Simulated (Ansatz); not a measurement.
**doublet NS: levels of theory in one basis**

```yaml
atoms:
  - { symbol: N, position_ang: [0.0000, 0.0000, 0.0000] }
  - { symbol: S, position_ang: [0.0000, 0.0000, 1.4940] }
```

Basis set: def2-SVP (spherical functions). Frozen core: 6 orbitals. Correlation on ROHF uses semicanonical orbitals with singles. Charge 0, multiplicity 2.

Computed with Ansatz (development build ahead of 0.2.0); each method stands on the lowest determinant of its kind that the runs found.

```csv
method,E − E(ROHF) (eV),<S²> of the determinant
ROHF,0.00,0.75
UHF,-0.45,1.16
UHF-MP2,-6.91,1.16
ROHF-CCSD(T),-8.48,–
UHF-CCSD(T),-8.45,1.16
```

(1) What does ROHF-MP2 give on the same scale?

Answers

(1) -7.79 eV.

Caution for UHF, UHF-MP2, UHF-CCSD(T): the unrestricted determinant is spin contaminated.
